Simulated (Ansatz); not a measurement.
# HPSi2: the cost of one run

Method: cc-pVTZ, core rule «outside noble gas», up to 15 orbitals frozen; program: Ansatz 0.2.0, Gaussian basis.

The runs, in order: UHF; CCSD(T) on RHF; CCSD(T) on UHF; BCCD(T) on RHF; CCSDT(Q) on RHF.

### Step 1. The geometry

The geometry is a PBE0/def2-TZVP stationary point (not a proven minimum).

4 atoms, charge 0, spin multiplicity 1.

Atoms are counted from 1 here; the program's logs count them from 0.

Bond lengths: Si1–P2 2.139 Å, P2–Si3 2.139 Å, P2–H4 1.450 Å. Angles: Si1–P2–Si3 167.4°, Si1–P2–H4 83.7°, Si3–P2–H4 83.7°.

### Step 2. UHF

The input, in.yaml:

```yaml
crystal:
  periodic: [false, false, false]
  atoms:
    - {symbol: Si, position_ang: [0.000000, 0.068696, 2.125663]}
    - {symbol: P, position_ang: [0.000000, -0.166364, 0.000000]}
    - {symbol: Si, position_ang: [0.000000, 0.068696, -2.125663]}
    - {symbol: H, position_ang: [-0.000001, 1.283999, 0.000000]}
basis:
  gaussian: {orbitals: cc-pVTZ}
magnetization: {spin_polarized: true, initial_magnetization: 0}
hamiltonian: {xc: hf}
output: {orbitals: {seedname: orbitals}}
```

Command:

```
$ ansatz run in.yaml --threads 1 --pin off --events-out ev --progress --plain --max-ram 4096MiB --backend cpu
```

Q: Estimate wall time and peak memory on 1 thread of AMD EPYC 7R13, shared host.

About 30 s, with a peak of 0.41 GiB.
